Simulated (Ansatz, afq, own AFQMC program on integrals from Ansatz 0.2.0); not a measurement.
## HfB, sextet in def2-SVP, levels against CCSDT(Q)

```csv
atom,x (Å),y (Å),z (Å)
Hf,0.0000,0.0000,0.0000
B,0.0000,0.0000,2.1360
```

Basis def2-SVP with its core potentials. Noble-gas cores (and the filled d shells of Ga–Kr and In–Xe) are frozen. Ansatz 0.2.0 and our own AFQMC program on the same integrals; the CISD trial comes from CCSD amplitudes, and released means the phaseless constraint is let go. Error bars are statistical, one sigma. No spin–orbit coupling. The metal's outer-core s and p shells are frozen, which shifts wave-function levels against functionals.

Determinant: UHF, the one that the program's search chose, which needn't be the lowest solution. The geometry is a PBE0/def2-TZVP stationary point of this or a neighbouring charge and spin state.

No full CI on the walks' own integrals is used here; CCSDT(Q) serves as the reference and is uncertain by about the last step of the cluster series.

Cautions: no spin-orbit coupling; outer-core shells of the metal frozen; another spin lies lower; raised T1 diagnostic (T1 0.047, weight of the determinant 0.88, largest double 0.07); (T) is large, 6 % of the CCSD correlation; the released energies have errors that jump between times, so the bars are unsure, so no released level is given (meV from the phaseless value at times in 1/Eh: -19.1 ± 2.4 at 0.60, 51 ± 87 at 1.20, -49 ± 10 at 2.00, -28 ± 25 at 3.00, -54 ± 4 at 4.20), though the last usable value meets CCSDT(Q) within the noise.

```
T1 diagnostic                               : 0.0474
weight of the determinant in the CISD state : 0.875
⟨S²⟩ of the determinant                     : 8.756
size of the correlated space                : 7 electrons in 41 orbitals
```

Reference: CCSDT(Q), correlation energy -3.394 eV.

| level | E − E(reference) (kJ/mol) | share of correlation (%) |
| --- | --- | --- |
| HF | 327.5 | 0.00 |
| MP2 | 72.6 | 77.82 |
| CCSD | 23.1 | 92.95 |
| CCSD(T) | 4.8 | 98.55 |
| CCSDT | 1.4 | 99.58 |
| ph-AFQMC/CISD | 5.7 ± 0.3 | 98.26 |

A walk keeps the symmetry of its determinant, which the program's search chose and which needn't be the lowest solution, so a lower state of the same spin and another symmetry isn't excluded.
